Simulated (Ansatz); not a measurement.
System: 1T (CdI2-type) TiTe2. Method: PBEsol (PAW; Ansatz, a program for electronic structure).

Settings: plane-wave cutoff 500 eV, 12×12×6 k mesh (along the axes of the cell as run), Fermi–Dirac smearing 0.05 eV, scalar-relativistic PAW data made under PBE.

Computed at the level's own relaxed cell.

Task: What does this level give for the volume per atom, lattice constant a and lattice parameter c?

Result: 
volume per atom: 25.41 Å³/atom
lattice constant a: 3.698 Å
lattice parameter c: 6.435 Å

Note: the cell comes from a level without a dispersion term, which matters for the spacing of layers, chains or molecules; the volume lies 5 % below that of the published cell.

Spin–orbit coupling is not included.

The computed numbers hold no vibrational or temperature effects.

The result took about 2.6 core-minutes (a rough figure).
